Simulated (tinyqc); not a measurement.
Worked calculation: MP2 on RHF in the sto-6g basis, for H2F+, spin multiplicity 1. One step of it, computed by the program tinyqc.

Question. Iteration 8 (converged): orbitals. Diagonalise F' = X^T F X, C = X C', fill 5 alpha and 5 beta electrons from the bottom; D = 2 C_occ C_occ^T. Each column has its largest component positive (the first on a tie).

converged F (hartree), order 1F 1s, 1F 2s, 1F 2px, 1F 2py, 1F 2pz, 2H 1s, 3H 1s:
$$\begin{pmatrix}
-26.886745 & -6.511260 & 0.000000 & 0.000629 & -0.019340 & -0.777199 & -0.841553 \\
-6.511260 & -3.420495 & 0.000000 & 0.003949 & -0.079752 & -0.853481 & -0.907592 \\
0.000000 & 0.000000 & -0.986908 & 0.000000 & 0.000000 & 0.000000 & 0.000000 \\
0.000629 & 0.003949 & 0.000000 & -0.873364 & 0.002097 & -0.428809 & 0.446573 \\
-0.019340 & -0.079752 & 0.000000 & 0.002097 & -0.913803 & -0.350366 & -0.363662 \\
-0.777199 & -0.853481 & 0.000000 & -0.428809 & -0.350366 & -0.660122 & -0.235401 \\
-0.841553 & -0.907592 & 0.000000 & 0.446573 & -0.363662 & -0.235401 & -0.686715
\end{pmatrix}$$

X, order 1F 1s, 1F 2s, 1F 2px, 1F 2py, 1F 2pz, 2H 1s, 3H 1s:
$$\begin{pmatrix}
-0.411230 & -0.060703 & 0.685415 & 0.000000 & -0.608648 & 0.011443 & 0.219949 \\
0.949418 & 0.106635 & -0.232229 & 0.000000 & -0.285682 & 0.012442 & 0.478026 \\
0.000000 & 0.000000 & 0.000000 & 1.000000 & 0.000000 & 0.000000 & 0.000000 \\
-0.098891 & 0.777335 & 0.004547 & 0.000000 & 0.000625 & 0.707323 & -0.013894 \\
0.367132 & 0.037093 & 0.695450 & 0.000000 & 0.626561 & 0.003111 & 0.195235 \\
-0.459605 & -0.760110 & -0.230586 & 0.000000 & 0.193878 & 0.405502 & 0.380813 \\
-0.649642 & 0.634658 & -0.217804 & 0.000000 & 0.184600 & -0.381856 & 0.402414
\end{pmatrix}$$

Give: F' = X^T F X; orbital energies; coefficients C; D after iteration 8.

Answer.

F' = X^T F X (hartree):
$$\begin{pmatrix}
-1.8667 & -0.3082 & 3.9208 & 0.0000 & -3.6749 & 0.0732 & 1.3492 \\
-0.3082 & -0.0547 & 0.6562 & 0.0000 & -0.6388 & -0.0634 & 0.2663 \\
3.9208 & 0.6562 & -10.7325 & 0.0000 & 10.5910 & -0.2284 & -5.6370 \\
0.0000 & 0.0000 & 0.0000 & -0.9869 & 0.0000 & 0.0000 & 0.0000 \\
-3.6749 & -0.6388 & 10.5910 & 0.0000 & -12.4907 & 0.2487 & 6.2591 \\
0.0732 & -0.0634 & -0.2284 & 0.0000 & 0.2487 & -1.0656 & -0.1320 \\
1.3492 & 0.2663 & -5.6370 & 0.0000 & 6.2591 & -0.1320 & -4.8310
\end{pmatrix}$$

orbital energies (hartree): MO1 -26.8898, MO2 -1.9699, MO3 -1.0662, MO4 -1.0035, MO5 -0.9869, MO6 -0.1149, MO7 0.0030

coefficients C, order 1F 1s, 1F 2s, 1F 2px, 1F 2py, 1F 2pz, 2H 1s, 3H 1s:
$$\begin{pmatrix}
0.9972 & -0.2409 & -0.0051 & 0.0526 & 0.0000 & 0.0786 & 0.0112 \\
0.0122 & 0.9736 & 0.0283 & -0.2792 & 0.0000 & -0.4946 & -0.0747 \\
0.0000 & 0.0000 & 0.0000 & 0.0000 & 1.0000 & 0.0000 & 0.0000 \\
-0.0001 & -0.0035 & 0.7602 & 0.0449 & 0.0000 & -0.0782 & 0.7270 \\
0.0013 & 0.0770 & -0.0454 & 0.8632 & 0.0000 & -0.5408 & -0.0697 \\
-0.0018 & 0.0684 & 0.3279 & 0.2595 & 0.0000 & 0.7751 & -0.6395 \\
-0.0019 & 0.0734 & -0.3564 & 0.2223 & 0.0000 & 0.6112 & 0.8116
\end{pmatrix}$$

D after iteration 8, order 1F 1s, 1F 2s, 1F 2px, 1F 2py, 1F 2pz, 2H 1s, 3H 1s:
$$\begin{pmatrix}
2.1105 & -0.4743 & 0.0000 & -0.0015 & 0.0568 & -0.0125 & -0.0121 \\
-0.4743 & 2.0535 & 0.0000 & 0.0112 & -0.3346 & 0.0068 & -0.0014 \\
0.0000 & 0.0000 & 2.0000 & 0.0000 & 0.0000 & 0.0000 & 0.0000 \\
-0.0015 & 0.0112 & 0.0000 & 1.1598 & 0.0080 & 0.5214 & -0.5224 \\
0.0568 & -0.3346 & 0.0000 & 0.0080 & 1.5064 & 0.4287 & 0.4275 \\
-0.0125 & 0.0068 & 0.0000 & 0.5214 & 0.4287 & 0.3591 & -0.1084 \\
-0.0121 & -0.0014 & 0.0000 & -0.5224 & 0.4275 & -0.1084 & 0.3637
\end{pmatrix}$$
